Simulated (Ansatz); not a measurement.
**Dissociation curves of CHFO (formyl fluoride)**

CHFO has 4 atoms, charge 0, and is taken as a singlet. SMILES: `O=CF`. The shape is that of a PBE0-D4/def2-TZVP optimisation.

| atom | x (Å) | y (Å) | z (Å) |
| --- | --- | --- | --- |
| O | -0.8893 | 0.2012 | 0.8277 |
| C | -0.0464 | 0.0675 | 0.0216 |
| F | 0.5852 | -1.0918 | -0.1818 |
| H | 0.3505 | 0.8231 | -0.6675 |

The C2–H4 distance is scanned; the parts on either side stay rigid. Basis STO-3G, 3 core orbitals frozen in the correlated methods; program Ansatz 0.2.0. FCI is exact within this basis and core. Energies in eV from each method's value at 1.097 Å; methods without a U are spin-restricted. The shape above is that at 1.097 Å.

```tsv
distance (Å)	PBE	r2SCAN0	RPA@PBE	MP2	CCSD	FCI
1.097	0.00	0.00	0.00	0.00	0.00	0.00
1.098	0.01	0.01	0.01	0.01	0.01	0.01
1.371	0.50	0.71	0.49	0.70	0.61	0.57
1.373	0.52	0.74	0.51	0.72	0.63	0.59
1.645	1.74	2.22	1.74	2.22	1.96	1.84
1.647	1.76	2.25	1.76	2.25	1.98	1.86
2.194	4.01	5.00	3.88	4.76	3.98	3.58
2.196	4.04	5.03	3.90	4.79	4.00	3.60
2.742	5.41	6.73	4.87	5.65	4.72	4.08
2.745	5.44	6.76	4.89	5.67	4.74	4.09
```

Departure from the FCI curve at its largest: PBE +1.35 eV at 2.75 Å; r2SCAN0 +2.67 eV at 2.75 Å; RPA@PBE +0.80 eV at 2.75 Å; MP2 +1.57 eV at 2.75 Å; CCSD +0.64 eV at 2.75 Å. Restricted functionals keep the electrons paired too, and rise too high.
